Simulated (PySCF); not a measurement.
Phosphorus pentafluoride, PF5.
Numbering: `[F:1][P:2]([F:3])([F:4])([F:5])[F:6]`

The closed-shell ground state was solved at several levels (PySCF, density fitting, gas phase, non-relativistic). Isolated species at its PBE0-D3(BJ)/def2-SVP geometry, gas phase. The dipole stays under 0.02 D at every level.

```json
{"level": "HF/pcSseg-2", "basis functions": "223", "HOMO (eV)": "-18.11", "LUMO (eV)": "4.43", "gap (eV)": "22.54"}
{"level": "PBE/pcSseg-2", "basis functions": "223", "HOMO (eV)": "-10.03", "LUMO (eV)": "-1.34", "gap (eV)": "8.69"}
{"level": "BP86/pcSseg-2", "basis functions": "223", "HOMO (eV)": "-10.15", "LUMO (eV)": "-1.41", "gap (eV)": "8.74"}
{"level": "LDA/pcSseg-2", "basis functions": "223", "HOMO (eV)": "-10.31", "LUMO (eV)": "-1.70", "gap (eV)": "8.61"}
{"level": "OPBE/pcSseg-2", "basis functions": "223", "HOMO (eV)": "-9.96", "LUMO (eV)": "-1.05", "gap (eV)": "8.91"}
```

(1) What might BLYP/pcSseg-2 (223 basis functions) give for the same quantities?

(2) Over all these levels, which gives the widest orbital gap and which the narrowest?

Answers

(1) HOMO -9.98 eV, LUMO -1.31 eV, gap 8.67 eV.

(2) HF/pcSseg-2 (Hartree–Fock, all exact exchange) has the widest, 22.54 eV, and LDA/pcSseg-2 (LDA) the narrowest, 8.61 eV. From the narrowest to the widest the HOMO moves by -7.80 eV and the LUMO by +6.13 eV.
